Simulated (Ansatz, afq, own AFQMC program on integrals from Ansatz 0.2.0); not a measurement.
# B, doublet: AFQMC among the cluster methods

A free B atom.

Basis cc-pVDZ. Noble-gas cores (and the filled d shells of Ga–Kr and In–Xe) are frozen. AFQMC by an in-house program on the Cholesky factors that Ansatz 0.2.0 writes for its CCSD(T) run. ph-AFQMC/CISD is guided by a CISD state made of CCSD amplitudes; releasing the constraint for a short imaginary time cuts its bias at the price of noise, slowly where states lie close. Free projection: walkers drawn from exp(T), propagated without any constraint. Its projection time is finite, and what remains of the start isn't in its error. Error bars are statistical, one sigma.

Determinant: ROHF, the one that the program's search chose, which needn't be the lowest solution.

Full CI is exact in this basis; its frozen core comes from its own orbitals, which moves totals by up to a few meV.

Cautions: full CI with its own frozen core.

- T1 diagnostic: 0.0213
- weight of the determinant in the CISD state: 0.932
- size of the correlated space: 3 electrons in 13 orbitals

Problem. Estimate: order these by the size of their error in total energy against full CI, smallest first.
A. CCSD
B. MP2
C. phaseless AFQMC with a CISD trial
D. CCSD(T)

Solution. C (0.16 ± 0.04 mEh), D (0.37 mEh), A (1.25 mEh), B (23.46 mEh).

Reference: full CI, correlation energy -1.719 eV.

A walk keeps the symmetry of its determinant, which the program's search chose and which needn't be the lowest solution, so a lower state of the same spin and another symmetry isn't excluded.
